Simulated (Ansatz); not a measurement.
Grey tin (α-Sn), treated with HSE06 (Ansatz, an electronic-structure program, PAW).

The same calculation (at the measured cell, 34.059 Å³/atom) with different numerical settings:

```tsv
run	k mesh	gap on the mesh (eV)	total energy (eV/atom)
1	4×4×4	0.000	-6028.2626
2	6×6×6	0.000	-6028.3441
3	8×8×8	0.000	-6028.3564
4	10×10×10	0.000	-6028.3592
5	12×12×12	0.000	-6028.3599
```

In the column total energy (eV/atom) the first row differs from the last by +0.0973 and the next to last by +0.0007.

The last row is no converged limit: other settings stay fixed.

Spin–orbit coupling is not included.

Note: the run warned that the count of filled bands differs between k points.
